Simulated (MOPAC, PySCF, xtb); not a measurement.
Dissociation curve of CN, doublet.

- ROHF/cc-pVTZ (PySCF)
- UHF/cc-pVTZ (PySCF)
- GFN1-xTB (xtb)
- PM6, unrestricted, heats of formation (MOPAC)

Energies are in eV, each relative to the lowest point of its own curve near equilibrium.

```
R / Å   ROHF    UHF  GFN1-xTB    PM6
-----  -----  -----  --------  -----
0.86   9.638  9.893    10.574  7.039
0.93   4.441  4.669     4.887  3.414
0.99   1.879  2.075     2.109  1.515
1.04   0.685  0.842     0.806  0.577
1.08   0.186  0.299     0.243  0.165
1.12   0.000  0.045     0.000  0.000
1.16   0.057  0.000     0.000  0.041
1.19   0.226  0.062     0.124  0.185
1.22   0.479  0.182     0.329  0.410
```

At the longest distance, 1.22 Å, ROHF lies highest above its minimum (0.479 eV) and UHF lowest (0.182 eV).

The scan ran from 0.86 to 4.65 Å; beyond the distances shown one of the unrestricted levels run for this scan, shown here or not, changes its spin distribution in one step. The unrestricted determinant behind UHF is spin-contaminated at 1.08 to 1.22 Å (<S²> up to 1.4, against 0.75 for a pure doublet).
